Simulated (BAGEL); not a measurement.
# One shape, several levels: CS (carbon monosulfide)

Aim: a comparison of 6 runs (HF/3-21G, HF/def2-SVP, B3LYP/6-31G*, B3LYP/pcseg-1, PBE0/def2-SVP, RI-MP2/pcseg-2) of CS (carbon monosulfide). 

The calculation is run with BAGEL 1.2.2.

5 further runs of the same task are left out: 3 that didn't finish, 2 set aside as unsound or not needed.

## (1) The structure to begin with

CS: 2 atoms, total charge 0, spin state singlet. SMILES: `[C-]#[S+]`. Geometry: the measured bond length.

Bond lengths: C1–S2 1.535 Å.

## (2) The energy at HF/3-21G (run 1)

input.json

```json
{ "bagel": [

{
  "title": "molecule",
  "basis": "3-21g",
  "df_basis": "qzvpp-jkfit",
  "angstrom": false,
  "geometry": [
    { "atom": "C", "xyz": [     0.00000000,     0.00000000,     0.00000000 ] },
    { "atom": "S", "xyz": [     0.00000000,     0.00000000,     2.90061811 ] }
  ]
},

{ "title": "hf", "df": false },

{ "title": "print", "file": "orbitals.molden", "orbitals": true }

]}
```

Run with:

```console
$ BAGEL_NUM_THREADS=1 BAGEL input.json > input.out
```

Output:

```text
* using 1 threads per process

  ===============================================================
  ===============================================================

  *** Geometry ***

  { "atom" : "C", "xyz" : [      0.000000,      0.000000,      0.000000 ] },
  { "atom" : "S", "xyz" : [      0.000000,      0.000000,      2.900618 ] },

  Number of auxiliary basis functions:      203

  Since a DF basis is specified, we compute 2- and 3-index integrals:
    o Being stored without compression. Storage requirement is 0.001 GB

  Number of basis functions:       22
  Number of electrons      :       22

    * METHOD: MOLECULE                             0.02

  *** RHF ***

  === Nuclear Repulsion ===
    33.0963940648

      * DIIS with orbital gradients will be used.

  === RHF iteration (3-21g) ===
      0       -432.81251430          0.05383945           0.01
      1       -433.11295707          0.00703476           0.00
      2       -433.12137840          0.00275892           0.00
      3       -433.12192821          0.00145252           0.00
      4       -433.12207375          0.00030674           0.00
      5       -433.12208508          0.00007057           0.00
      6       -433.12208606          0.00002102           0.00
      7       -433.12208616          0.00000503           0.00
      8       -433.12208616          0.00000034           0.00
      9       -433.12208616          0.00000004           0.00
     10       -433.12208616          0.00000001           0.00
    * SCF iteration converged.

    * Permanent dipole moment:
           (    0.000000,     0.000000,    -0.388961) a.u.

    * METHOD: HF                                   0.08

    * METHOD: PRINT                                0.00

  ===============================================================
```

It took 0.7 s on 1 thread of Intel Xeon Platinum 8488C (Sapphire Rapids), shared host; peak memory 0.17 GiB.

## (3) A single-point energy at HF/def2-SVP (run 2)

hf.json

```json
{ "bagel" : [

{
  "title" : "molecule",
  "basis" : "svp",
  "df_basis" : "qzvpp-jkfit",
  "geometry" : [
    { "atom" : "C", "xyz" : [     0.00000000,     0.00000000,     0.00000000 ] },
    { "atom" : "S", "xyz" : [     0.00000000,     0.00000000,     2.90061811 ] }
  ]
},

{ "title" : "hf", "df" : "false" },

{ "title" : "print", "file" : "orbitals.molden", "orbitals" : "true" }

]}
```

Run with:

```console
$ BAGEL_NUM_THREADS=1 BAGEL hf.json > hf.out
```

Output:

```text
* using 1 threads per process

  ===============================================================
  ===============================================================

  *** Geometry ***

  { "atom" : "C", "xyz" : [      0.000000,      0.000000,      0.000000 ] },
  { "atom" : "S", "xyz" : [      0.000000,      0.000000,      2.900618 ] },

  Number of auxiliary basis functions:      203

  Since a DF basis is specified, we compute 2- and 3-index integrals:
    o Being stored without compression. Storage requirement is 0.002 GB

  Number of basis functions:       32
  Number of electrons      :       22

    * METHOD: MOLECULE                             0.03

  *** RHF ***

  === Nuclear Repulsion ===
    33.0963940648

      * DIIS with orbital gradients will be used.

  === RHF iteration (svp) ===
      0       -433.71348915          0.08531412           0.02
      1       -435.01529984          0.03361028           0.02
      2       -435.12444048          0.01919447           0.01
      3       -435.16323222          0.00190284           0.02
      4       -435.16388313          0.00040904           0.02
      5       -435.16392924          0.00009541           0.02
      6       -435.16393198          0.00002445           0.02
      7       -435.16393222          0.00000893           0.02
      8       -435.16393225          0.00000164           0.02
      9       -435.16393225          0.00000075           0.02
     10       -435.16393225          0.00000010           0.02
     11       -435.16393225          0.00000001           0.01
     12       -435.16393225          0.00000000           0.01
    * SCF iteration converged.

    * Permanent dipole moment:
           (   -0.000000,    -0.000000,    -0.587500) a.u.

    * METHOD: HF                                   0.25

    * METHOD: PRINT                                0.00

  ===============================================================
```

Run time: 0.79 s. Hardware: 1 thread of Intel Xeon Platinum 8488C (Sapphire Rapids), shared host; peak memory 0.077 GiB.

Runs 3 to 5 aren't shown in full; the table further down has their settings and results.

## (4) Energy and forces at RI-MP2/pcseg-2 (density fitting with qzvpp-jkfit, cc-pv5z-ri for correlation) (run 6)

job.json

```json
{ "bagel" : [

{
  "title" : "molecule",
  "basis" : "pcseg-2.json",
  "df_basis" : "qzvpp-jkfit",
  "angstrom" : true,
  "geometry" : [
    { "atom" : "C", "xyz" : [    0.000000,    0.000000,    0.000000 ] },
    { "atom" : "S", "xyz" : [    0.000000,    0.000000,    1.534941 ] }
  ]
},
{
  "title" : "force",
  "method" : [
    { "title" : "mp2", "ncore" : 6, "aux_basis" : "cc-pv5z-ri" }
  ]
}

]}
```

The basis set pcseg-2 is read from a file made from the Basis Set Exchange's data (not shown).

Run with:

```console
$ BAGEL_NUM_THREADS=1 BAGEL job.json > job.out
```

Output:

```text
* using 1 threads per process

  ===============================================================
  ===============================================================

  *** Geometry ***

  { "atom" : "C", "xyz" : [      0.000000,      0.000000,      0.000000 ] },
  { "atom" : "S", "xyz" : [      0.000000,      0.000000,      2.900618 ] },

  Number of auxiliary basis functions:      203

  Since a DF basis is specified, we compute 2- and 3-index integrals:
    o Being stored without compression. Storage requirement is 0.007 GB

  Number of basis functions:       64
  Number of electrons      :       22

    * METHOD: MOLECULE                             0.04

  The gradients will be computed analytically.

  *** RHF ***

  === Nuclear Repulsion ===
    33.0963940792

      * DIIS with orbital gradients will be used.

  === RHF iteration (pcseg-2.json) ===
      0       -435.31992765          0.00785171           0.01
      1       -435.33961270          0.00414606           0.01
      2       -435.34370540          0.00182360           0.01
[... 8 lines of this table left out ...]
     11       -435.34490599          0.00000001           0.01
    * SCF iteration converged.

    * Permanent dipole moment:
           (    0.000000,     0.000000,    -0.591224) a.u.

  === DF-MP2 calculation ===

    * freezing 6 orbitals
  Number of auxiliary basis functions:      423

  Since a DF basis is specified, we compute 2- and 3-index integrals:
    o Being stored without compression. Storage requirement is 0.014 GB

  Number of basis functions:       64
  Number of electrons      :       22

      MP2 correlation energy:   -0.2925648665

    * Permanent dipole moment: MP2 unrelaxed
           (    0.000000,     0.000000,    -0.645132) a.u.

  === Z-vector iteration ===

      0     0.00087577847180           0.00
      1     0.00029626093732           0.00
      2     0.00010171100414           0.00
[... 5 lines of this table left out ...]
      8     0.00000000326349           0.00

    * Permanent dipole moment: MP2 relaxed
           (    0.000000,     0.000000,    -0.897488) a.u.

  * Nuclear energy gradient

    o Atom   0
        x          0.0000000000
        y         -0.0000000000
        z         -0.0004379818
    o Atom   1
        x         -0.0000000000
        y          0.0000000000
        z          0.0004379818

    * METHOD: FORCE                                1.29

  ===============================================================
```

Wall time 1.8 s (1 thread of Intel Xeon Platinum 8488C (Sapphire Rapids), shared host); peak memory 0.17 GiB.

## (5) All runs side by side

```tsv
run	level	integral approximation	task	energy (Eh)	dipole moment (D)	wall time
1	HF/3-21G	none	energy	-433.122086	0.99	0.7 s
2	HF/def2-SVP	none	energy	-435.163932	1.49	0.79 s
3	B3LYP/6-31G* (density fitting with qzvpp-jkfit, spherical functions)	qzvpp-jkfit	energy	-436.204873	1.57	1.1 s
4	B3LYP/pcseg-1 (density fitting with qzvpp-jkfit)	qzvpp-jkfit	gradient	-436.207881	1.84	1.4 s
5	PBE0/def2-SVP (density fitting with qzvpp-jkfit)	qzvpp-jkfit	gradient	-435.865026	1.80	1.5 s
6	RI-MP2/pcseg-2 (density fitting with qzvpp-jkfit, cc-pv5z-ri for correlation)	qzvpp-jkfit	gradient	-435.637471	2.28	1.8 s
```

## (6) Results

| quantity | value |
| --- | --- |
| run 6: total energy | -435.63747 Eh |
| run 6: dipole moment (of the density that the program reports) | 2.28 D |
| run 6: correlation energy (6 core orbitals frozen) | -292.6 mEh |
| run 6: largest force on an atom | 0.023 eV/Å |

In words: The dipole moment (its size) runs from 0.99 D (HF/3-21G) to 2.28 D (RI-MP2/pcseg-2). The two ends differ in method and basis. Over runs 1, 2, 3 the HOMO–LUMO gap runs from 6.20 eV (B3LYP/6-31G*) to 14.55 eV (HF/3-21G). Totals of different functionals can't be ranked against each other. All runs together took 7.3 s, the longest 1.8 s.
